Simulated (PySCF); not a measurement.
A rate constant, worked out

An elementary step of CH₆BN, closed shell (CH₆BN ([CH3][BH][NH2]) → BNH₂ ([BH][NH]) + CH₄; B–C, N–H broken or loosened, C–H formed or tightened). The start structure is the reactant molecule, and the electronic barrier above it is 3.521 eV by CCSD(T) at an estimated basis limit (MP2 extrapolated from triple and quadruple zeta, plus CCSD(T) − MP2 in triple zeta). Computed with PySCF 2.14 with density fitting (its default auxiliary sets; JK sets also for MP2 and CCSD(T)) (basis: def2-TZVPP and def2-QZVPP); correlated methods freeze the cores. Extrapolation: Hartree–Fock as exp(−7.88 √X), correlation as X^−2.97. Harmonic wavenumbers (analytic Hessian with the translational sum rule) at PBE0-D4/def2-TZVP (PySCF 2.14 with density fitting (its default auxiliary sets; JK sets also for MP2 and CCSD(T))), in cm⁻¹:

Start: 142, 357, 525, 588, 786, 833, 842, 972, 1048, 1162, 1313, 1395, 1454, 1474, 1642, 2576, 3032, 3097, 3110, 3613, 3712.

Saddle: 1361i, 163, 295, 514, 526, 716, 764, 857, 913, 1088, 1132, 1264, 1432, 1440, 1525, 1920, 2636, 3026, 3129, 3191, 3627.

Work out the transition-state-theory rate constant at 900 K from these numbers alone (harmonic vibrations; rotation, path degeneracy and anharmonicity left out), and the Wigner tunnelling factor. Use 1 cm⁻¹ = 1.2398 × 10⁻⁴ eV and k_B = 8.617 × 10⁻⁵ eV/K.

Zero-point energies, half the sums: start 33673/2 cm⁻¹ = 2.0875 eV; saddle, real modes only, 30158/2 cm⁻¹ = 1.8696 eV.
Barrier with zero-point energy: 3.521 + 1.8696 − 2.0875 = 3.3031 eV.
k_BT = 0.07756 eV, so the barrier is 42.59 k_BT.
Vibrational partition functions from the zero-point level, ln q = −Σ ln(1 − exp(−hν/k_BT)): start 5.612, saddle 5.788.
k = (k_BT/h) exp(ln q‡ − ln q) exp(−E0/k_BT), with log₁₀(k_BT/h in s⁻¹) = 13.27: log₁₀ k = 13.27 + (0.176 − 42.59)/2.3026 = -5.15, so k ≈ 7 × 10^(-6) s⁻¹.
Wigner factor: 1 + (hν‡/k_BT)²/24 = 1 + (2.18)²/24 = 1.20. A change of 1 kcal/mol (0.043 eV) in the barrier would change k by a factor of 1.7 at this temperature.

T1 diagnostic: at most 0.015.

Labels in which every atom is bracketed show which atoms are joined, not bond orders.

For scale, one of the runs: CCSD(T)/def2-TZVPP, 177 basis functions, launched by `OMP_NUM_THREADS=4 python run.py`. The run took 3 min on 4 CPU threads of an Arm Neoverse V1 (shared host), with 1.5 GiB of host memory at its peak.
